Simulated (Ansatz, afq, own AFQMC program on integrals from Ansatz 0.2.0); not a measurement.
## Atomization energy of AlBH, quartet

```yaml
atoms:
  - { symbol: B, position_ang: [0.0000, 0.0000, 0.2519] }
  - { symbol: Al, position_ang: [0.0000, 0.0000, -1.6889] }
  - { symbol: H, position_ang: [0.0000, 0.0000, 1.4370] }
```

Connectivity, by distances: BH–Al.

Atoms in their ground-state spins without spin–orbit coupling (mostly on UHF) minus the molecule (UHF), without zero-point energy. The geometry is a stationary point, not shown to be a minimum.

Basis cc-pVDZ. Noble-gas cores (and the filled d shells of Ga–Kr and In–Xe) are frozen. Ansatz 0.2.0 and our own AFQMC program on the same integrals; the CISD trial comes from CCSD amplitudes, and released means the phaseless constraint is let go. Free AFQMC starts from the CCSD state and is never constrained. Its projection time is finite, and what remains of the start isn't in its error. Error bars are statistical, one sigma. The errors of all members are added in quadrature.

No full CI on the walks' own integrals is used here; CCSDT(Q) serves as the reference and is uncertain by about the last step of the cluster series. Each member takes its own surest rung, up to full CI.

The best estimate is CCSD(T) at the basis-set limit (CBS: def2-TZVPP and def2-QZVPP, with their diffuse functions for anions and beside diffuse sets, CCSD(T) itself extrapolated) plus the step from CCSD(T) to CCSDT(Q) in cc-pVDZ. Rows without CBS are in cc-pVDZ; B2PLYP and the wave-function rows carry a basis error of their own. Core correlation and relativity beyond core potentials are missing, and ± holds the sampling alone.

Cautions: AlBH (quartet): lower spins were not checked, its ph-AFQMC/CISD value lies 28 ± 8 meV above CCSDT(Q).

(1) Estimate: order these levels by their error in the atomization energy against the best estimate, smallest first.
A. HF
B. HF/CBS
C. MP2/CBS
D. MP2

Results:

(1) C (0.156 eV), D (0.344 eV), B (1.131 eV), A (1.286 eV).

Best estimates are given only where the step beyond CCSD(T) is under 0.3 eV and no member's determinant is very poor (T1 over 0.05, or 0.07 for open shells, ⟨S²⟩ too high by 0.3, two states mixed), so the hardest cases are missing from such tables.

Each member of a difference takes its own highest rung, so a best estimate needn't equal the limit plus the step of one row. A walk keeps the symmetry of its determinant, which the program's search chose and which needn't be the lowest solution, so a lower state of the same spin and another symmetry isn't excluded.
